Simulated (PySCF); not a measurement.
**CH₂⁺: one geometry, many levels of theory**

How much do the numbers for CH₂⁺ (doublet) hang on the method? All levels run at one geometry, the PBE0 minimum.

Computed with PySCF 2.14.0. Level: several methods, basis C def2-TZVP, H def2-TZVP, no relativity, density fitting.

## (1) Starting geometry

3 atoms, charge 1, spin multiplicity 2.

Bond lengths: C1–H2 1.098 Å, C1–H3 1.098 Å. Angles: H2–C1–H3 141.1°.

```xyz
3
charge 1 multiplicity 2
C     0.0507    0.0141    0.0000
H    -0.3016   -0.0839    1.0358
H    -0.3016   -0.0839   -1.0358
```

## (2) CCSD(T)

The steps are one call of a driver around PySCF; scf.py gives each level's set-up. Each SCF starts from the density of the minimum. The driver also runs the species with one electron less or more at the same geometry (one less: multiplicity 1, one more: multiplicity 3); their logs are not shown.

scf.py reads:

```python
from pyscf import gto, scf, dft
mol = gto.M(atom='''
C      0.050652     0.014098    -0.000000
H     -0.301554    -0.083931     1.035809
H     -0.301554    -0.083931    -1.035809''',
    basis={'C': 'def2-TZVP', 'H': 'def2-TZVP'},
    charge=1, spin=1)
mf = scf.UHF(mol)
aux = {'C': 'def2-universal-JKFIT', 'H': 'def2-universal-JKFIT'}
mf = mf.density_fit(auxbasis=aux)
mf.conv_tol = 1e-08
mf.diis_space = 10
mf.max_cycle = 60
mf.verbose = 4
mf.kernel()
from pyscf import cc
mycc = cc.CCSD(mf, frozen=1).run()
mycc.ccsd_t()
```

Run with:

```bash
> OMP_NUM_THREADS=4 python axn.py task.json out
```

## (3) HF

scf.py: that of step 2 with these lines changed.

```diff
@@ -16,3 +15,0 @@
-from pyscf import cc
-mycc = cc.CCSD(mf, frozen=1).run()
-mycc.ccsd_t()
```

## (4) PBE0

scf.py: that of step 3 with these lines changed.

```diff
@@ -8 +8,2 @@
-mf = scf.UHF(mol)
+mf = dft.UKS(mol, xc='PBE0')
+mf.grids.atom_grid = (75, 302)
```

## (5) PBE

scf.py: that of step 4 with these lines changed.

```diff
@@ -8 +8 @@
-mf = dft.UKS(mol, xc='PBE0')
+mf = dft.UKS(mol, xc='PBE')
```

## (6) B3LYP

scf.py: that of step 5 with these lines changed.

```diff
@@ -8 +8 @@
-mf = dft.UKS(mol, xc='PBE')
+mf = dft.UKS(mol, xc='B3LYP')
```

## (7) r2SCAN

scf.py: that of step 6 with these lines changed.

```diff
@@ -8,2 +8,2 @@
-mf = dft.UKS(mol, xc='B3LYP')
-mf.grids.atom_grid = (75, 302)
+mf = dft.UKS(mol, xc='R2SCAN')
+mf.grids.atom_grid = (90, 434)
```

## (8) wB97X

scf.py: that of step 7 with these lines changed.

```diff
@@ -8,2 +8,2 @@
-mf = dft.UKS(mol, xc='R2SCAN')
-mf.grids.atom_grid = (90, 434)
+mf = dft.UKS(mol, xc='WB97X')
+mf.grids.atom_grid = (75, 302)
```

(Steps that only read results are left out.)

Before running it: what results should come out? Wanted: vertical ionisation energy, CCSD(T); vertical electron affinity, CCSD(T); orbital gap, range; T1, D1; T1, D1 of the species with one electron less; T1, D1 of the species with one electron more.

**Answer**, as computed:

| quantity | value |
| --- | --- |
| vertical ionisation energy, CCSD(T) | 22.14 eV |
| vertical electron affinity, CCSD(T) | 10.27 eV |
| orbital gap, range | 1.39 (PBE) to 14.57 (HF) eV |
| T1, D1 | 0.009, 0.021 |
| T1, D1 of the species with one electron less | 0.007, 0.014 |
| T1, D1 of the species with one electron more | 0.012, 0.032 |

**Reading.** Against CCSD(T), the vertical ionisation energy is best met by wB97X (+0.12 eV) and worst by r2SCAN (+0.52 eV). CCSD(T) took 6.3 s, about 4 times as long as wB97X (1.4 s), which misses it by 0.12 eV. For the vertical electron affinity, wB97X comes nearest to CCSD(T) (+0.00 eV) and HF is farthest (-0.63 eV). The PBE orbital energy is a poor guide to ionisation (16.7 eV, 5.4 eV too small); the difference of PBE energies gives 22.5 eV.
